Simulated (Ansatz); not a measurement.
A run of Ansatz (development build ahead of 0.2.0) on doublet BO at this shape:

```xyz
2

B     0.0000    0.0000    0.0000
O     0.0000    0.0000    1.7300
```

Its results:

| Property | Result |
| --- | --- |
| Converged | yes |
| Reference energy | -99.29367 hartree |
| Correlation energy | -0.20522 hartree |
| Total energy | -99.49889 hartree |
| Spin squared of the determinant | 0.750 |
| Stability test | minimum among restricted orbitals |

Forces (eV/Å):
```tsv
atom	Fx	Fy	Fz
B1	0.000	0.000	5.409
O2	0.000	0.000	-5.409
```

(1) Which input gives this output? Name the method, the orbitals and the basis set, and write the input.

Results:

(1) ROHF-MP2 in def2-SVP.

```yaml
crystal:
  periodic: [false, false, false]
  atoms:
    - { symbol: B, position_ang: [0.0, 0.0, 0.0] }
    - { symbol: O, position_ang: [0.0, 0.0, 1.73] }
basis:
  gaussian: { orbitals: def2-SVP }
magnetization:
  initial_magnetization: 1
hamiltonian:
  xc: hf
correlation:
  method: mp2
  frozen_orbitals: { B: 1, O: 1 }
output:
  forces: true
```

Caution: bonds are stretched, where a single reference can fail.
